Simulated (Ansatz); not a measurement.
## BSiH$_{2}$ (H-bridged), quartet in cc-pVTZ: errors against UCCSDT(Q)

Geometry: that of the BSiH2 (H-bridged), doublet, kept fixed. The doublet lies 3.1 eV lower here.

```xyz
4

Si    0.0000   -0.0053    0.5948
B     0.0000   -0.0779   -1.2479
H     0.0000    1.1505   -0.7602
H     0.0000   -0.1670   -2.4296
```

Basis cc-pVTZ; Ansatz 0.2.0. Only valence electrons are correlated (noble-gas cores frozen), which leaves 9 electrons in 86 orbitals. Prefix R: restricted or restricted open-shell reference; prefix U: unrestricted. Active spaces: valence = (9e, 10o) chosen from the atoms' valence shells.

Full CI isn't at hand for all of this; UCCSDT(Q) serves as the reference, and is uncertain by about the last step of the cluster series. The frozen core follows each run's orbitals, which can shift R against U totals by a few meV.

The UHF ⟨S²⟩ is 3.768 and the T1 diagnostic (RCCSD) is 0.0584. The largest doubles amplitude (RCCSD) is 0.085. The T1 diagnostic (UCCSD) is 0.0401.

From what is known of these methods and the diagnostics, rank them by the size of their error in total energy against UCCSDT(Q) in cc-pVTZ, smallest first (an estimate: the text doesn't fix the numbers).
A. UHF
B. UMP2
C. UCCSDT
D. NEVPT2 (valence space)
E. RCCSD(T)

C (1.7 kJ/mol), E (6.4 kJ/mol), D (99.8 kJ/mol), B (115.0 kJ/mol), A (571.5 kJ/mol).

All errors are against UCCSDT(Q) in cc-pVTZ. T1 is large (0.058) while the doubles stay small, which points to orbital relaxation. Within each family the higher level lies nearer, as is usual though not guaranteed.

Natural occupations of CASSCF (valence space) about the gap: 1.979 1.974 1.943 1.013 0.999 0.980 0.040 0.031 0.024 0.017; effectively unpaired electrons, Σ n²(2−n)², 3.03.
